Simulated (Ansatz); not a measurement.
Input and output for MgCl2⁺.

```yaml
crystal:
  periodic: [false, false, false]
  atoms:
    - {symbol: Mg, position_ang: [-1.058719, 0.403932, 0.011273]}
    - {symbol: Cl, position_ang: [0.015754, -1.546182, -0.072331]}
    - {symbol: Cl, position_ang: [1.042966, 1.142250, 0.061058]}
basis:
  gaussian: {orbitals: pcseg-2}
total_charge: 1
magnetization: {spin_polarized: true, initial_magnetization: 1}
hamiltonian: {xc: {name: revPBE0}, dispersion: d4}
scf: {omitted_lower_state_checks: [starts]}
output: {forces: true}
```

```sh
$ ansatz run in.yaml --threads 4 --pin off --events-out ev --progress --plain --max-ram 3916MiB
```

Shortened log:

```
Functional definition: revPBE0
607 factors; integrals over basis functions are off by at most 1.3e-3 eV
mean field evaluation 1: about -30475.7028 eV, gradient 2.4e1 eV
mean field evaluation 2: about -30476.0489 eV, gradient 2.4e1 eV
mean field evaluation 4: about -30478.8369 eV, gradient 7.9e-1 eV
mean field evaluation 8: about -30478.9214 eV, gradient 6.5e-2 eV
mean field evaluation 16: about -30478.9214 eV, gradient 2.1e-4 eV
mean field -30478.92141688 eV, -1120.0797027155 hartree, gradient 3.7e-5 eV, S^2 0.755375; 0 other end points of the search recorded, 0 dependent functions left out
reference -30478.92145092 eV, -1120.0797039664 hartree; 23, 22 occupied and 64, 65 virtual orbitals, 607 factors
Total energy: -30479.07962965 eV, -1120.0855169274 hartree
Atom 0 at    -1.058719     0.403932     0.011273 Å, force    -0.076018     0.029325     0.000825 eV/Å
Atom 1 at     0.015754    -1.546182    -0.072331 Å, force     0.046633     0.007413     0.000684 eV/Å
Atom 2 at     1.042966     1.142250     0.061058 Å, force     0.029384    -0.036737    -0.001509 eV/Å
Dipole moment:    -1.656349     0.631980     0.017638 e Å
Checks for a lower state left out: starts
```

Hardware: 4 threads of Arm Neoverse V2 on a shared host. Wall time 1.1 s.

The dipole of an ion depends on the origin.
